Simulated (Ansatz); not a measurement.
Relaxation of C2H3S (6 atoms, charge 1, multiplicity 1), to a largest force component of 0.02 eV/Å in at most 40 steps.

Level of theory: Ansatz, RKS revPBE-D4/def2-SVP.

```xyz
6
Properties=species:S:1:pos:R:3
C -0.724 0.276 -0.682
C 0.043 0.039 0.305
S 0.918 -0.178 1.632
H -1.530 -0.387 -0.983
H -0.621 1.148 -1.321
H 1.914 -0.897 1.049
```

Q: Where does it end, and by what steps?

A: It converged. Limits of this set-up: the dipole of an ion depends on the origin. After 6 steps the energy has fallen by 0.070 eV; H6 moved furthest, 0.05 Å.

```csv
step,energy less start (eV),largest force component (eV/Å),accepted
0,0.0000,1.175,yes
1,-0.0224,0.851,yes
2,-0.0458,1.147,yes
3,-0.0685,0.199,yes
4,-0.0575,0.207,no
5,-0.0688,0.149,yes
6,-0.0698,0.014,yes
```

```xyz
6
Properties=species:S:1:pos:R:3
C -0.746 0.284 -0.707
C 0.051 0.035 0.292
S 0.918 -0.180 1.636
H -1.564 -0.419 -0.974
H -0.613 1.193 -1.331
H 1.953 -0.914 1.083
```

Whether the end is a true minimum wasn't checked by a vibrational analysis.

Time of the run: 18 s on 1 CPU thread of a shared host.
